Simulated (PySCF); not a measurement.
## MgS⁻ at UHF-SCS-MP2

Level: UHF-SCS-MP2. basis Mg aug-cc-pVDZ, S aug-cc-pV(D+d)Z; no relativity; PySCF 2.14.

* state: ²Σ⁺ (doublet), unpaired electrons σ ↑
* bond length: 2.252 Å
* harmonic wavenumber: 478 cm⁻¹
* force constant: 1.84 mdyn/Å
* rotational constant Be: 0.2427 cm⁻¹

Correlated steps freeze 6 core orbitals. The state was picked by a PBE0 search and need not be the measured ground state.
